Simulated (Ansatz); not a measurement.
**AlNH2Cl (SMILES [NH2][Al][Cl]): a chain of runs**

Aim: a structure relaxation (UHF/STO-3G), then the harmonic vibrations, then a geometry optimisation (UHF/3-21G), then vibrational wavenumbers of AlNH2Cl. 

The results are computed with Ansatz 0.2.0.

## 1. Starting point

The species is AlNH2Cl (5 atoms), meant as a doublet with charge 0. SMILES: `[NH2][Al][Cl]`. Geometry: relaxed at PBE0-D4/def2-TZVP. This is one conformer, not always the lowest. The run starts from this shape.

Bond lengths: N1–Al2 1.765 Å, Al2–Cl3 2.116 Å, N1–H4 1.007 Å, N1–H5 1.009 Å. Angles: N1–Al2–Cl3 116.7°, Al2–N1–H4 124.9°, Al2–N1–H5 124.1°, H4–N1–H5 111.0°.

## 2. A structure relaxation at UHF/STO-3G (run 1)

job.yaml

```yaml
crystal:
  periodic: [false, false, false]
  atoms:
    - {symbol: "N", position_ang: [-0.549400, 0.461700, -0.232000]}
    - {symbol: Al, position_ang: [0.402600, -0.291600, 1.049100]}
    - {symbol: Cl, position_ang: [1.907000, -1.649700, 0.440800]}
    - {symbol: H, position_ang: [-1.293600, 1.123300, -0.083500]}
    - {symbol: H, position_ang: [-0.416600, 0.282700, -1.215900]}
basis:
  gaussian: {orbitals: STO-3G}
hamiltonian: {xc: hf}
output: {orbitals: {seedname: orbitals}}
magnetization: {spin_polarized: true, initial_magnetization: 1}
relax: {f_tol: 0.002}
```

Started as:

```console
$ ansatz run job.yaml --threads 1 --pin off --max-ram 2610MiB --events-out events.jsonl --progress --plain --runs-dir runs
```

Output, cut to the lines that bear on the results:

```text
Warning: RAYON_NUM_THREADS=1 ignored (pool sized by the plan → 1); use --threads N
[...]
Functional definition: HF
  name "HF"
[...]
317 factors; integrals over basis functions are off by at most 1.3e-5 eV
[...]
mean field -20369.60795844 eV, -748.5692854564 hartree, gradient 1.5e-5 eV, S^2 0.752847; 0 other end points of the search recorded, 0 dependent functions left out
[...]
reference -20369.60795844 eV, -748.5692854564 hartree; 20, 19 occupied and 5, 6 virtual orbitals, 317 factors
relax step   1: F+E_penalty+E_count = -20369.60795844 eV  Δ(F+E_penalty+E_count) = +0.000e0 eV  max|allowed force component| = 1.442e0 eV/Å  Δτ_max = 0.0000 Å  (29 SCF iters, accepted)
[...]
relax step   6: F+E_penalty+E_count = -20369.68460182 eV  Δ(F+E_penalty+E_count) = -1.441e-4 eV  max|allowed force component| = 5.737e-3 eV/Å  Δτ_max = 0.0052 Å  (22 SCF iters, accepted)
[...]
relax step   7: F+E_penalty+E_count = -20369.68460307 eV  Δ(F+E_penalty+E_count) = -1.249e-6 eV  max|allowed force component| = 1.550e-3 eV/Å  Δτ_max = 0.0004 Å  (23 SCF iters, accepted)
317 factors; integrals over basis functions are off by at most 1.3e-5 eV
mean field -20369.68460307 eV, -748.5721020945 hartree, gradient 7.4e-5 eV, S^2 0.752624; 1 other end points of the search recorded, 0 dependent functions left out
[...]
reference -20369.68460307 eV, -748.5721020945 hartree; 20, 19 occupied and 5, 6 virtual orbitals, 317 factors
Total energy: -20369.68460307 eV, -748.5721020945 hartree
Atom 0 at    -0.515179     0.433835    -0.199112 Å, force    -0.001550     0.001000     0.001169 eV/Å
Atom 1 at     0.368899    -0.258786     1.106565 Å, force    -0.001031     0.001277     0.000265 eV/Å
Atom 2 at     1.828808    -1.586759     0.347771 Å, force     0.001001    -0.001098    -0.000502 eV/Å
Atom 3 at    -1.273908     1.104540    -0.112980 Å, force     0.001374    -0.001312    -0.000231 eV/Å
Atom 4 at    -0.358620     0.233571    -1.183743 Å, force     0.000207     0.000133    -0.000701 eV/Å
Dipole moment:    -0.598106     0.556733     0.515245 e Å
```

It took 1.6 s on 1 thread of AMD EPYC 9R45 (Zen 5), shared host.

Steps, from the record of the run:

```
step  energy from the first frame kept (eV)  largest force (eV/Å)
   1                                 0.0000                2.2360
   2                                -0.0644                0.7853
   3                                -0.0724                0.6022
   4                                -0.0762                0.1460
   5                                -0.0765                0.0376
   6                                -0.0766                0.0097
   7                                -0.0766                0.0022
```

After the run. Bond lengths: N1–Al2 1.722 Å, Al2–Cl3 2.114 Å, N1–H4 1.016 Å, N1–H5 1.017 Å. Angles: N1–Al2–Cl3 109.6°, Al2–N1–H4 125.8°, Al2–N1–H5 125.2°, H4–N1–H5 109.1°.

## 3. The harmonic vibrations at UHF/STO-3G (run 2)

job.yaml

```yaml
crystal:
  periodic: [false, false, false]
  atoms:
    - {symbol: "N", position_ang: [-0.515179, 0.433835, -0.199112]}
    - {symbol: Al, position_ang: [0.368899, -0.258786, 1.106565]}
    - {symbol: Cl, position_ang: [1.828808, -1.586759, 0.347771]}
    - {symbol: H, position_ang: [-1.273908, 1.104540, -0.112980]}
    - {symbol: H, position_ang: [-0.358620, 0.233571, -1.183743]}
basis:
  gaussian: {orbitals: STO-3G}
magnetization: {spin_polarized: true, initial_magnetization: 1}
hamiltonian: {xc: hf}
phonons: {temperatures: {t_min: 298.15, t_max: 298.15, t_step: 1}}
```

Started as:

```console
$ ansatz run job.yaml --threads 1 --pin off --max-ram 2610MiB --events-out events.jsonl --progress --plain --runs-dir runs
```

Output, cut to the lines that bear on the results:

```text
Warning: RAYON_NUM_THREADS=1 ignored (pool sized by the plan → 1); use --threads N
[... 2 set-up lines as earlier in the session ...]
[...]
320 factors; integrals over basis functions are off by at most 1.3e-5 eV
[...]
mean field -20369.68464336 eV, -748.5721035755 hartree, gradient 1.4e-5 eV, S^2 0.752624; 0 other end points of the search recorded, 0 dependent functions left out
[...]
reference -20369.68464336 eV, -748.5721035755 hartree; 20, 19 occupied and 5, 6 virtual orbitals, 320 factors
[...]
320 factors; integrals over basis functions are off by at most 1.3e-5 eV
[...]
mean field -20369.68448860 eV, -748.5720978879 hartree, gradient 1.9e-6 eV, S^2 0.752623; 0 other end points of the search recorded, 0 dependent functions left out
[...]
reference -20369.68448860 eV, -748.5720978879 hartree; 20, 19 occupied and 5, 6 virtual orbitals, 320 factors
[...]
320 factors; integrals over basis functions are off by at most 1.3e-5 eV
[...]
320 factors; integrals over basis functions are off by at most 1.3e-5 eV
mean field -20369.68447549 eV, -748.5720974062 hartree, gradient 1.9e-6 eV, S^2 0.752629; 0 other end points of the search recorded, 0 dependent functions left out
[...]
reference -20369.68447549 eV, -748.5720974062 hartree; 20, 19 occupied and 5, 6 virtual orbitals, 320 factors
Total energy: -20369.68464336 eV, -748.5721035755 hartree
Atom 0 at    -0.515179     0.433835    -0.199112 Å, force    -0.001413     0.000877     0.001131 eV/Å
Atom 1 at     0.368899    -0.258786     1.106565 Å, force    -0.001081     0.001327     0.000365 eV/Å
Atom 2 at     1.828808    -1.586759     0.347771 Å, force     0.000902    -0.001016    -0.000592 eV/Å
Atom 3 at    -1.273908     1.104540    -0.112980 Å, force     0.001391    -0.001327    -0.000231 eV/Å
Atom 4 at    -0.358620     0.233571    -1.183743 Å, force     0.000201     0.000139    -0.000673 eV/Å
Dipole moment:    -0.598107     0.556734     0.515244 e Å
Vibrations: 229.91 350.84 401.78 581.45 869.34 982.33 1968.05 4000.50 4188.28 cm⁻¹, zero-point energy 0.841388 eV
```

Wall time 3.6 s (1 thread of AMD EPYC 9R45 (Zen 5), shared host).

## 4. A structure relaxation at UHF/3-21G (run 3)

molecule.yaml

```yaml
crystal:
  periodic: [false, false, false]
  atoms:
    - {symbol: N, position_ang: [-0.549400, 0.461700, -0.232000]}
    - {symbol: Al, position_ang: [0.402600, -0.291600, 1.049100]}
    - {symbol: Cl, position_ang: [1.907000, -1.649700, 0.440800]}
    - {symbol: H, position_ang: [-1.293600, 1.123300, -0.083500]}
    - {symbol: H, position_ang: [-0.416600, 0.282700, -1.215900]}
basis:
  gaussian:
    orbitals: 3-21G.json
magnetization:
  spin_polarized: true
  initial_magnetization: 1
hamiltonian:
  xc: hf
relax:
  f_tol: 0.002
output:
  orbitals: {seedname: orbitals}
```

The basis set 3-21G is read from a file made from the Basis Set Exchange's data (not shown).

Started as:

```console
$ ansatz run molecule.yaml --threads 1 --pin off --max-ram 2610MiB --events-out events.jsonl --progress --plain --runs-dir runs
```

Output, cut to the lines that bear on the results:

```text
Warning: RAYON_NUM_THREADS=1 ignored (pool sized by the plan → 1); use --threads N
[...]
[... 2 set-up lines as earlier in the session ...]
[...]
497 factors; integrals over basis functions are off by at most 3.0e-4 eV
[...]
mean field -20497.88608644 eV, -753.2834197104 hartree, gradient 1.9e-5 eV, S^2 0.754151; 0 other end points of the search recorded, 0 dependent functions left out
[...]
reference -20497.88608644 eV, -753.2834197104 hartree; 20, 19 occupied and 19, 20 virtual orbitals, 497 factors
relax step   1: F+E_penalty+E_count = -20497.88608644 eV  Δ(F+E_penalty+E_count) = +0.000e0 eV  max|allowed force component| = 1.262e0 eV/Å  Δτ_max = 0.0000 Å  (35 SCF iters, accepted)
[...]
relax step   7: F+E_penalty+E_count = -20497.98423502 eV  Δ(F+E_penalty+E_count) = -8.030e-5 eV  max|allowed force component| = 3.471e-3 eV/Å  Δτ_max = 0.0034 Å  (30 SCF iters, accepted)
[...]
relax step   8: F+E_penalty+E_count = -20497.98423530 eV  Δ(F+E_penalty+E_count) = -2.762e-7 eV  max|allowed force component| = 9.657e-4 eV/Å  Δτ_max = 0.0003 Å  (18 SCF iters, accepted)
497 factors; integrals over basis functions are off by at most 3.0e-4 eV
mean field -20497.98423530 eV, -753.2870266145 hartree, gradient 2.2e-5 eV, S^2 0.754482; 1 other end points of the search recorded, 0 dependent functions left out
[...]
reference -20497.98423530 eV, -753.2870266145 hartree; 20, 19 occupied and 19, 20 virtual orbitals, 497 factors
Total energy: -20497.98423530 eV, -753.2870266145 hartree
Atom 0 at    -0.558122     0.469325    -0.230982 Å, force     0.000374    -0.000312     0.000966 eV/Å
Atom 1 at     0.370821    -0.261705     1.083507 Å, force    -0.000588     0.000486    -0.000930 eV/Å
Atom 2 at     1.950235    -1.689292     0.414280 Å, force    -0.000054     0.000031    -0.000053 eV/Å
Atom 3 at    -1.302189     1.130055    -0.101893 Å, force    -0.000012     0.000017     0.000101 eV/Å
Atom 4 at    -0.410745     0.278016    -1.206412 Å, force     0.000281    -0.000222    -0.000085 eV/Å
Dipole moment:    -0.700391     0.623382     0.144685 e Å
```

It took 2.4 s on 1 thread of AMD EPYC 9R45 (Zen 5), shared host.

The path in brief:

```
step  energy from the first frame kept (eV)  largest force (eV/Å)
   1                                 0.0000                1.8149
   2                                -0.0942                0.3259
   3                                -0.0951                0.1908
   4                                -0.0952                0.1920
   5                                -0.0936                0.2514
   6                                -0.0981                0.0619
   7                                -0.0981                0.0038
   8                                -0.0981                0.0012
```

After the run. Bond lengths: N1–Al2 1.768 Å, Al2–Cl3 2.232 Å, N1–H4 1.003 Å, N1–H5 1.005 Å. Angles: N1–Al2–Cl3 114.4°, Al2–N1–H4 124.5°, Al2–N1–H5 124.5°, H4–N1–H5 111.0°.

## 5. Vibrational wavenumbers at UHF/3-21G (run 4)

run.yaml

```yaml
crystal:
  periodic: [false, false, false]
  atoms:
    - {symbol: N, position_ang: [-0.558122, 0.469325, -0.230982]}
    - {symbol: Al, position_ang: [0.370821, -0.261705, 1.083507]}
    - {symbol: Cl, position_ang: [1.950235, -1.689292, 0.414280]}
    - {symbol: H, position_ang: [-1.302189, 1.130055, -0.101893]}
    - {symbol: H, position_ang: [-0.410745, 0.278016, -1.206412]}
basis:
  gaussian: {orbitals: 3-21G.json}
magnetization: {spin_polarized: true, initial_magnetization: 1}
hamiltonian: {xc: hf}
phonons: {temperatures: {t_min: 298.15, t_max: 298.15, t_step: 1}}
```

The basis set 3-21G is read from a file made from the Basis Set Exchange's data (not shown).

Started as:

```console
$ ansatz run run.yaml --threads 1 --pin off --max-ram 2610MiB --events-out events.jsonl --progress --plain --runs-dir runs
```

Output, cut to the lines that bear on the results:

```text
Warning: RAYON_NUM_THREADS=1 ignored (pool sized by the plan → 1); use --threads N
[... 2 set-up lines as earlier in the session ...]
[...]
497 factors; integrals over basis functions are off by at most 3.0e-4 eV
[...]
mean field -20497.98423538 eV, -753.2870266173 hartree, gradient 2.4e-5 eV, S^2 0.754482; 0 other end points of the search recorded, 0 dependent functions left out
[...]
reference -20497.98423538 eV, -753.2870266173 hartree; 20, 19 occupied and 19, 20 virtual orbitals, 497 factors
[...]
497 factors; integrals over basis functions are off by at most 3.0e-4 eV
[...]
mean field -20497.98410776 eV, -753.2870219277 hartree, gradient 1.9e-6 eV, S^2 0.754481; 0 other end points of the search recorded, 0 dependent functions left out
[...]
reference -20497.98410776 eV, -753.2870219277 hartree; 20, 19 occupied and 19, 20 virtual orbitals, 497 factors
[...]
497 factors; integrals over basis functions are off by at most 3.0e-4 eV
[...]
497 factors; integrals over basis functions are off by at most 3.0e-4 eV
mean field -20497.98409304 eV, -753.2870213867 hartree, gradient 1.9e-6 eV, S^2 0.754489; 0 other end points of the search recorded, 0 dependent functions left out
[...]
reference -20497.98409304 eV, -753.2870213867 hartree; 20, 19 occupied and 19, 20 virtual orbitals, 497 factors
Total energy: -20497.98423538 eV, -753.2870266173 hartree
Atom 0 at    -0.558122     0.469325    -0.230982 Å, force     0.000374    -0.000313     0.000910 eV/Å
Atom 1 at     0.370821    -0.261705     1.083507 Å, force    -0.000570     0.000471    -0.000912 eV/Å
Atom 2 at     1.950235    -1.689292     0.414280 Å, force    -0.000059     0.000036    -0.000050 eV/Å
Atom 3 at    -1.302189     1.130055    -0.101893 Å, force    -0.000019     0.000021     0.000101 eV/Å
Atom 4 at    -0.410745     0.278016    -1.206412 Å, force     0.000275    -0.000214    -0.000049 eV/Å
Dipole moment:    -0.700392     0.623383     0.144685 e Å
Vibrations: 179.85 350.17 451.90 741.67 804.54 898.78 1766.40 3697.07 3791.19 cm⁻¹, zero-point energy 0.786157 eV
```

Run time: 5.1 s. Hardware: 1 thread of AMD EPYC 9R45 (Zen 5), shared host.

## 6. Results

```
                                             quantity          value
           run 1, UHF/STO-3G: total energy at the end  -748.57210 Eh
                     run 1, UHF/STO-3G: dipole moment         4.64 D
run 1, UHF/STO-3G: HOMO energy (highest over α and β)       -6.27 eV
 run 1, UHF/STO-3G: LUMO energy (lowest over α and β)        5.84 eV
                              run 1, UHF/STO-3G: ⟨S²⟩          0.753
          run 2, UHF/STO-3G: largest force on an atom     0.002 eV/Å
        run 2, UHF/STO-3G: lowest harmonic wavenumber       230 cm⁻¹
       run 2, UHF/STO-3G: highest harmonic wavenumber      4188 cm⁻¹
                 run 2, UHF/STO-3G: zero-point energy    81.2 kJ/mol
            run 3, UHF/3-21G: total energy at the end  -753.28703 Eh
                      run 3, UHF/3-21G: dipole moment         4.56 D
 run 3, UHF/3-21G: HOMO energy (highest over α and β)       -9.09 eV
  run 3, UHF/3-21G: LUMO energy (lowest over α and β)        0.27 eV
                               run 3, UHF/3-21G: ⟨S²⟩          0.754
           run 4, UHF/3-21G: largest force on an atom     0.001 eV/Å
         run 4, UHF/3-21G: lowest harmonic wavenumber       180 cm⁻¹
        run 4, UHF/3-21G: highest harmonic wavenumber      3791 cm⁻¹
                  run 4, UHF/3-21G: zero-point energy    75.9 kJ/mol
```

What this shows: The optimisation (run 1, UHF/STO-3G) took 6 steps and changed the energy by -0.077 eV. All 9 modes (run 2, UHF/STO-3G) are real, so the shape is a minimum at this level. The optimisation (run 3, UHF/3-21G) took 7 steps and changed the energy by -0.098 eV. Mulliken charges (run 3, UHF/3-21G) run from -1.10 on N1 to +1.02 on Al2. All 9 modes (run 4, UHF/3-21G) are real, so the shape is a minimum at this level.
